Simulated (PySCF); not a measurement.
Thiirane, C2H4S.
Numbering: `[CH2:1]1[CH2:2][S:3]1`

Probes without a nucleus sit at each ring's centroid and 1 Å off its mean plane on both sides; NICS is minus the shielding there, NICSzz its component along the normal. Level: GIAO PBE0/pcSseg-1 (PySCF, non-relativistic, gas phase) on the PBE0-D3(BJ)/def2-SVP geometry, one conformer.

Ring bond lengths (Å), with Mayer bond orders in brackets: C1–C2 1.479 (0.99), C2–S3 1.808 (0.96), S3–C1 1.808 (0.96).

**Question.** Give the NICS values of each ring in ppm.

**Answer.** 
| ring | type | NICS(0) | NICS(1), two faces | NICS(1)zz, two faces | rms pucker (Å) | centre to ring atoms, mean (Å) |
| --- | --- | --- | --- | --- | --- | --- |
| C1–C2–S3 | 3-membered ring with S; formal bonds all single | -47.4 | -8.3 / -8.3 | -24.1 / -24.1 | 0.00 | 0.98 |

**Question.** What can be read from them?

**Answer.** 
- C1–C2–S3: mean NICS(1)zz -24.1 ppm, shielded. C1, C2 have four or more neighbours; no verdict on aromaticity is drawn. NICS(0) lies 39 ppm below the mean NICS(1).

**Question.** Give the inner angles of the rings and the Hirshfeld charges of the ring atoms.

**Answer.** 
- C1–C2–S3: C1 65.8° (-0.073 e), C2 65.9° (-0.073 e), S3 48.3° (-0.067 e); sum 180.0° against 180° for a flat convex ring.

**Question.** What are the shieldings of the ring atoms and their hydrogens in the same run (means over atoms taken as equivalent)?

**Answer.** 
| atoms | environment | σ isotropic (ppm) |
| --- | --- | --- |
| C1 (×2) | sp3 carbon bound to sulfur | 164.5 |
| S3 | sulfide sulfur | 770.5 |
| H on C1 (×4) | methylene hydrogen | 29.11 |

**Question.** How do the values depend on the level or the medium?

**Answer.** 
```
                             level  NICS(0), C1–C2–S3  mean NICS(1)zz, C1–C2–S3
                PBE0/pcSseg-1, gas              -47.4                     -24.1
             wB97X-D/pcSseg-2, gas              -49.3                     -25.1
    PBE0/pcSseg-1, IEF-PCM benzene              -47.5                     -24.1
PBE0/pcSseg-1, IEF-PCM cyclohexane              -47.5                     -24.1
```

The geometry is the same throughout; the continuum's cavity takes Bondi-type radii × 1.2.
